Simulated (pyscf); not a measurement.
Routes from H₃C–SiH₂–OH (SMILES C[SiH2]O)

Candidate steps break at most two bonds and form at most two. Each was searched with GFN2-xTB (tblite) first. Structures and frequencies: ωB97X-D3(BJ)/def2-SVP in PySCF. MP2 and CC: frozen core, UHF for open shells. ΔMP2 is the change of the MP2 total energy from the triple- to the quadruple-zeta basis. Energies: CCSD(T)/def2-TZVPP + ΔMP2(QZVPP), kJ/mol, from the reactant's lowest minimum found, singlet surface; ΔG‡ with ideal gas, 1 atm, RRHO with modes under 100 cm⁻¹ raised to 100, one conformer, R ln 2 for chiral ones without a mode under 150 cm⁻¹.

```
products                             type    ΔE‡      ΔE  ΔG‡ 298 K  ΔG‡ 900 K  ν‡ (cm⁻¹)
------------  ---------------------------  -----  ------  ---------  ---------  ---------
O=SiH₂ + CH₄                  elimination  292.7  +184.2      283.2      293.8      1587i
H₃C–O–SiH₃    concerted two-bond exchange  591.4  +102.3      572.0      578.2      1642i
```

Plain bond fissions and candidates not yet searched are not listed, and one of them may be faster. Each barrier is that of the saddle found; lower ones may exist. One closed-shell reference is unstable to symmetry breaking; treat the single-reference values with care. The CCSD(T) − MP2 part came from Ansatz, without density fitting, on the same reference.
